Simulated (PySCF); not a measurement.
**Magnetic susceptibility: `F[PH3+]`, [FH3P]+, charge +1**

Cartesian coordinates in Å; atom numbers follow the order of the lines, from 1:
```xyz
5

F     1.4065   -0.1456    0.2179
P    -0.1245    0.0137   -0.0235
H    -0.6435   -0.0575    1.2562
H    -0.2111    1.2548   -0.6271
H    -0.4187   -1.0624   -0.8407
```

Total charge +1.

Theory: GIAO B3LYP/pcSseg-1 magnetisability, rotational g tensor and spin-rotation constants, non-relativistic, gas phase in PySCF. Geometry: GFN2-xTB.

For an ion the centre-of-mass motion in the field is neglected.

Problem. What are the magnetisability and the molar susceptibility?

Solution. Isotropic -330 × 10⁻³⁰ J/T², or -19.9 × 10⁻⁶ cm³/mol; principal values -414, -288, -288 × 10⁻³⁰ J/T², anisotropy 126 × 10⁻³⁰ J/T² (root of half the summed squared differences of the principal values). The susceptibility is in cgs units.

Problem. Split it along the inertial axes a, b, c into diamagnetic and paramagnetic parts about the centre of mass, with the quadrupole moment.

Solution. 
```tsv
axis	χ (10⁻⁶ cm³/mol)	diamagnetic (10⁻⁶ cm³/mol)	paramagnetic (10⁻⁶ cm³/mol)	summed x² of all electrons (Å²)	quadrupole Θ (D Å)
a	-24.9	-48.1	23.2	18.8	+0.01
b	-17.4	-103.7	86.4	5.7	-0.01
c	-17.4	-103.7	86.4	5.7	-0.01
```
Anisotropies 2χaa − χbb − χcc = -15.1 and 2χbb − χaa − χcc = +7.6 × 10⁻⁶ cm³/mol. Θ is traceless in Buckingham's convention.

Problem. And the rotational g tensor?

Solution. 
| axis | rotational constant (GHz) | g | nuclear part | electronic part |
| --- | --- | --- | --- | --- |
| a | 91.8914 | -0.0003 | 0.9995 | -0.9997 |
| b | 15.0271 | -0.0533 | 0.5564 | -0.6097 |
| c | 15.0265 | -0.0533 | 0.5564 | -0.6097 |

Prolate top; isotopes 19F, 1H, 31P; no vibrational averaging.
